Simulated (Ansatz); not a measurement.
A run of Ansatz (development build ahead of 0.2.0) on triplet C₅H₃N at this shape:

```yaml
atoms:
  - { symbol: N, position_ang: [1.3900, 0.0000, 0.0000] }
  - { symbol: C, position_ang: [0.6950, 1.2038, 0.0000] }
  - { symbol: C, position_ang: [-0.6950, 1.2038, 0.0000] }
  - { symbol: C, position_ang: [-1.3900, 0.0000, 0.0000] }
  - { symbol: C, position_ang: [-0.6950, -1.2038, 0.0000] }
  - { symbol: C, position_ang: [0.6950, -1.2038, 0.0000] }
  - { symbol: H, position_ang: [-2.4750, 0.0000, 0.0000] }
  - { symbol: H, position_ang: [-1.2375, -2.1434, 0.0000] }
  - { symbol: H, position_ang: [1.2375, -2.1434, 0.0000] }
```

Its results:

```yaml
Converged: yes
Total_energy: -246.64400 hartree
Spin_squared_of_the_determinant: 2.000
Stability_test: minimum among restricted orbitals
```

Which input gives this output? Name the method, the orbitals and the basis set, and write the input.

ωB97X (restricted open-shell) in def2-SVP.

```yaml
crystal:
  periodic: [false, false, false]
  atoms:
    - { symbol: "N", position_ang: [1.39, 0.0, 0.0] }
    - { symbol: C, position_ang: [0.695, 1.20378, 0.0] }
    - { symbol: C, position_ang: [-0.695, 1.20378, 0.0] }
    - { symbol: C, position_ang: [-1.39, 0.0, 0.0] }
    - { symbol: C, position_ang: [-0.695, -1.20378, 0.0] }
    - { symbol: C, position_ang: [0.695, -1.20378, 0.0] }
    - { symbol: H, position_ang: [-2.475, 0.0, 0.0] }
    - { symbol: H, position_ang: [-1.2375, -2.14341, 0.0] }
    - { symbol: H, position_ang: [1.2375, -2.14341, 0.0] }
basis:
  gaussian: { orbitals: def2-SVP }
magnetization:
  initial_magnetization: 2
hamiltonian:
  xc: { name: wB97X }
```

Caution: other spin multiplicities may lie lower.
